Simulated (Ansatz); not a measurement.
**Relaxing As₂S**

The calculation used DFT r2SCAN, scalar-relativistic, plane waves, PAW (Ansatz 0.2.0). Cutoff 500 eV, Γ-centred k mesh, Gaussian smearing, no spin polarisation in the final step.

The start is a database structure of As₂S, space group I4_1/amd (No. 141).

```yaml
crystal:
  lattice:
    - [-3.50648, 3.50648, 2.48592]
    - [3.50648, -3.50648, 2.48592]
    - [3.50648, 3.50648, -2.48592]
  atoms:
    - { symbol: As, position: [0.87500, 0.12500, 0.75000] }
    - { symbol: As, position: [0.37500, 0.12500, 0.25000] }
    - { symbol: As, position: [0.87500, 0.62500, 0.75000] }
    - { symbol: As, position: [0.87500, 0.12500, 0.25000] }
    - { symbol: S, position: [0.50000, 0.50000, 0.00000] }
    - { symbol: S, position: [0.25000, 0.75000, 0.50000] }
```

Steps on the 10×10×10 mesh (6 atoms). 4 of 4 steps are shown, and the free energy counts from the last. Trial steps that were taken back and renewals of the plane-wave basis can be among the rows.

```json
{"step": "1", "ΔF (meV/atom)": "2.2", "V (Å³/atom)": "20.38", "P (GPa)": "-1.58"}
{"step": "2", "ΔF (meV/atom)": "0.7", "V (Å³/atom)": "19.75", "P (GPa)": "0.83"}
{"step": "3", "ΔF (meV/atom)": "-0.1", "V (Å³/atom)": "19.97", "P (GPa)": "-0.01"}
{"step": "4", "ΔF (meV/atom)": "0.0", "V (Å³/atom)": "19.97", "P (GPa)": "-0.01"}
```

A final relaxation ran on a 10×10×10 mesh. The relaxed crystal, I4_1/amd (No. 141):

```
As S
1.0
    -3.47619    3.47619    2.47851
     3.47619   -3.47619    2.47851
     3.47619    3.47619   -2.47851
As S
4 2
Direct
  0.87500 0.12500 0.75000
  0.37500 0.12500 0.25000
  0.87500 0.62500 0.75000
  0.87500 0.12500 0.25000
  0.50000 0.50000 0.00000
  0.25000 0.75000 0.50000
```

```json
{
 "Volume per atom": "19.97 Å³",
 "Density": "5.04 g/cm³",
 "Energy over the elements": "0.11 eV/atom",
 "Gap on the 10×10×10 mesh": "0 eV (a metal)"
}
```

The zero of energy is the elements' standard structures at the same level; no fitted shifts are applied.

The final run used a 10×10×10 mesh on its 6-atom cell and 0.10 eV smearing. The k mesh leaves about 4 meV/atom of noise in metals.

A structure relaxed within its symmetry needn't be a true minimum.

Cost: 2 runs of about 4.3 core-minutes in all, on Arm Neoverse V2 (shared hosts).